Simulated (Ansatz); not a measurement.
Steps of a relaxation of `CCC(O)S` with RKS PBE0-D4/def2-TZVP.

```sh
$ ansatz run in.yaml --threads 4 --pin off --events-out ev --progress --plain --max-ram 10444MiB
```

```yaml
crystal:
  periodic: [false, false, false]
  atoms:
    - {symbol: C, position_ang: [-1.376752, 1.018963, 0.294691]}
    - {symbol: C, position_ang: [0.029718, 0.763389, -0.249994]}
    - {symbol: C, position_ang: [0.507248, -0.665281, -0.006499]}
    - {symbol: O, position_ang: [-0.387604, -1.540003, -0.636300]}
    - {symbol: S, position_ang: [2.246356, -0.928476, -0.675752]}
    - {symbol: H, position_ang: [-1.700119, 2.059433, 0.091893]}
    - {symbol: H, position_ang: [-1.419784, 0.862199, 1.393227]}
    - {symbol: H, position_ang: [-2.107203, 0.330161, -0.172215]}
    - {symbol: H, position_ang: [0.063405, 0.949072, -1.345291]}
    - {symbol: H, position_ang: [0.767430, 1.452700, 0.209107]}
    - {symbol: H, position_ang: [0.583776, -0.857038, 1.091753]}
    - {symbol: H, position_ang: [-0.040165, -2.444237, -0.516957]}
    - {symbol: H, position_ang: [2.854194, -1.035583, 0.537337]}
basis:
  gaussian: {orbitals: def2-TZVP}
hamiltonian: {xc: pbe0, dispersion: d4}
relax: {f_tol: 0.005, max_steps: 150}
```

Positions (Å) and forces (eV/Å) along the path, 10 of 19 steps:

```xyz
13
step=1 energy=-16116.6119 eV
C    -1.377    1.019    0.295   -0.234   -0.040    0.102
C     0.030    0.763   -0.250    0.260    0.135   -0.224
C     0.507   -0.665   -0.006    0.219    0.164    0.302
O    -0.388   -1.540   -0.636    0.536   -0.502    0.290
S     2.246   -0.928   -0.676   -0.341    0.041    0.647
H    -1.700    2.059    0.092    0.186   -0.500    0.082
H    -1.420    0.862    1.393    0.041    0.074   -0.523
H    -2.107    0.330   -0.172    0.344    0.354    0.225
H     0.063    0.949   -1.345   -0.043   -0.078    0.524
H     0.767    1.453    0.209   -0.369   -0.335   -0.201
H     0.584   -0.857    1.092   -0.083    0.040   -0.634
H    -0.040   -2.444   -0.517   -0.289    0.612   -0.133
H     2.854   -1.036    0.537   -0.227    0.037   -0.457
13
step=2 energy=-16116.6629 eV
C    -1.367    1.011    0.294   -0.077    0.025    0.028
C     0.031    0.761   -0.255    0.047   -0.021   -0.020
C     0.503   -0.658    0.000    0.276    0.071   -0.026
O    -0.380   -1.538   -0.631    0.116   -0.159    0.103
S     2.226   -0.918   -0.663   -0.180    0.019    0.308
H    -1.681    2.043    0.096    0.037   -0.135    0.029
H    -1.401    0.855    1.381    0.013    0.020   -0.153
H    -2.095    0.336   -0.165    0.103    0.099    0.062
H     0.058    0.942   -1.339   -0.007   -0.042    0.161
H     0.758    1.445    0.199   -0.113   -0.096   -0.058
H     0.571   -0.854    1.083   -0.045    0.040   -0.195
H    -0.031   -2.432   -0.523   -0.100    0.166   -0.057
H     2.830   -1.029    0.537   -0.072    0.012   -0.182
13
step=3 energy=-16116.6703 eV
C    -1.365    1.010    0.295    0.016   -0.020   -0.003
C     0.029    0.757   -0.255    0.006    0.011   -0.019
C     0.509   -0.654   -0.003    0.103    0.013    0.023
O    -0.378   -1.535   -0.626   -0.024   -0.015   -0.019
S     2.220   -0.918   -0.652   -0.074    0.022   -0.015
H    -1.677    2.038    0.100    0.005    0.017   -0.005
H    -1.396    0.853    1.376   -0.003   -0.005    0.026
H    -2.092    0.340   -0.162   -0.019   -0.015   -0.009
H     0.053    0.934   -1.334   -0.003    0.014   -0.034
H     0.751    1.442    0.194    0.018    0.022    0.007
H     0.569   -0.844    1.075   -0.010   -0.006    0.044
H    -0.030   -2.426   -0.531   -0.001   -0.034   -0.014
H     2.827   -1.033    0.538   -0.013   -0.003    0.017
13
step=4 energy=-16116.6710 eV
C    -1.363    1.008    0.296    0.001    0.007   -0.006
C     0.030    0.759   -0.258   -0.020    0.003    0.010
C     0.510   -0.653   -0.001    0.054    0.014   -0.009
O    -0.376   -1.534   -0.625   -0.042   -0.021   -0.004
S     2.215   -0.913   -0.651    0.005    0.002    0.004
H    -1.676    2.036    0.101   -0.005    0.008    0.001
H    -1.392    0.851    1.377    0.001   -0.002    0.007
H    -2.091    0.337   -0.161   -0.004   -0.004   -0.003
H     0.052    0.934   -1.338    0.000   -0.001   -0.008
H     0.752    1.446    0.189    0.004    0.006    0.002
H     0.568   -0.841    1.078   -0.011    0.004    0.012
H    -0.027   -2.426   -0.535    0.003   -0.008   -0.009
H     2.816   -1.038    0.541    0.013   -0.007    0.003
13
step=6 energy=-16116.6721 eV
C    -1.374    1.007    0.291   -0.002   -0.013    0.008
C     0.022    0.774   -0.261    0.091   -0.015   -0.036
C     0.524   -0.630    0.010   -0.105   -0.070   -0.025
O    -0.369   -1.529   -0.594    0.047    0.016    0.051
S     2.224   -0.880   -0.648    0.068    0.020    0.119
H    -1.703    2.030    0.096    0.012   -0.017   -0.004
H    -1.399    0.850    1.374   -0.003    0.005   -0.019
H    -2.092    0.323   -0.163    0.004    0.015    0.008
H     0.042    0.940   -1.344   -0.014    0.000    0.034
H     0.736    1.475    0.180   -0.024   -0.009   -0.008
H     0.587   -0.800    1.092    0.011   -0.009   -0.013
H     0.009   -2.412   -0.544   -0.001    0.052    0.006
H     2.811   -1.183    0.525   -0.083    0.025   -0.121
13
step=8 energy=-16116.6679 eV rejected
C    -1.386    1.005    0.283   -0.009    0.001    0.002
C     0.015    0.788   -0.261    0.009    0.001    0.003
C     0.536   -0.606    0.026   -0.023    0.011   -0.013
O    -0.351   -1.527   -0.548    0.111   -0.105    0.024
S     2.240   -0.793   -0.638    0.249   -0.313    0.662
H    -1.726    2.023    0.077    0.004   -0.011   -0.001
H    -1.413    0.858    1.367    0.000    0.003   -0.008
H    -2.094    0.309   -0.167    0.009    0.007    0.004
H     0.030    0.943   -1.345    0.001   -0.001   -0.002
H     0.715    1.506    0.173   -0.010   -0.008   -0.001
H     0.616   -0.758    1.110   -0.001    0.009   -0.024
H     0.071   -2.393   -0.541   -0.072    0.104   -0.006
H     2.769   -1.389    0.479   -0.266    0.303   -0.640
13
step=9 energy=-16116.6767 eV
C    -1.379    1.005    0.287   -0.008    0.010   -0.004
C     0.019    0.781   -0.263    0.010   -0.011    0.003
C     0.529   -0.617    0.018    0.000   -0.014   -0.033
O    -0.356   -1.529   -0.572    0.000    0.004    0.015
S     2.235   -0.827   -0.635    0.042    0.003    0.059
H    -1.711    2.027    0.092   -0.003   -0.005   -0.001
H    -1.404    0.848    1.370   -0.003    0.004    0.004
H    -2.094    0.320   -0.167   -0.002    0.000    0.001
H     0.031    0.940   -1.347    0.004   -0.009   -0.001
H     0.725    1.492    0.170   -0.001   -0.001    0.008
H     0.600   -0.780    1.100   -0.001    0.014    0.019
H     0.043   -2.402   -0.536   -0.002   -0.001   -0.003
H     2.783   -1.294    0.499   -0.037    0.006   -0.067
13
step=11 energy=-16116.6811 eV
C    -1.391    1.004    0.279   -0.004    0.001   -0.002
C     0.014    0.794   -0.259    0.018    0.004   -0.006
C     0.542   -0.594    0.035    0.040   -0.031   -0.027
O    -0.333   -1.523   -0.543   -0.002   -0.035    0.024
S     2.250   -0.766   -0.620    0.095   -0.118    0.273
H    -1.737    2.018    0.067    0.000   -0.004   -0.002
H    -1.422    0.861    1.363   -0.001    0.002   -0.001
H    -2.093    0.301   -0.171    0.004    0.000    0.000
H     0.032    0.946   -1.343   -0.001   -0.002   -0.004
H     0.706    1.519    0.177   -0.002    0.002    0.006
H     0.618   -0.744    1.119   -0.006    0.011    0.004
H     0.085   -2.388   -0.519   -0.023    0.022   -0.009
H     2.749   -1.461    0.429   -0.120    0.148   -0.258
13
step=18 energy=-16116.6878 eV
C    -1.400    1.000    0.266    0.001    0.001   -0.001
C     0.016    0.807   -0.248   -0.002    0.000    0.002
C     0.558   -0.574    0.062   -0.002    0.000   -0.004
O    -0.304   -1.517   -0.513    0.003   -0.006    0.001
S     2.270   -0.688   -0.577    0.000    0.000    0.000
H    -1.761    2.003    0.030    0.000    0.000    0.001
H    -1.445    0.876    1.352    0.000    0.000    0.000
H    -2.082    0.276   -0.182    0.001   -0.001   -0.001
H     0.047    0.951   -1.333    0.000    0.000    0.000
H     0.689    1.545    0.195    0.000    0.000   -0.001
H     0.624   -0.713    1.148    0.002   -0.002    0.003
H     0.113   -2.381   -0.475   -0.003    0.006    0.000
H     2.696   -1.619    0.291    0.001   -0.001    0.000
13
step=19 energy=-16116.6878 eV
C    -1.401    1.000    0.266   -0.001    0.000    0.000
C     0.016    0.807   -0.248    0.001   -0.001    0.000
C     0.559   -0.573    0.062   -0.001    0.000    0.000
O    -0.304   -1.517   -0.513    0.000    0.002    0.000
S     2.270   -0.688   -0.578    0.000    0.000    0.000
H    -1.761    2.003    0.031    0.000    0.000    0.000
H    -1.446    0.875    1.352    0.000    0.000    0.000
H    -2.082    0.277   -0.183    0.000    0.000    0.000
H     0.047    0.951   -1.333    0.000    0.000    0.000
H     0.689    1.545    0.195    0.000    0.000    0.000
H     0.624   -0.714    1.148    0.001    0.000    0.000
H     0.113   -2.381   -0.473    0.000   -0.001    0.000
H     2.696   -1.620    0.290    0.000    0.000    0.000
```

It took 61 s on 4 threads of an Arm Neoverse V2 on a shared host, with 0.57 GiB of host memory at the peak.
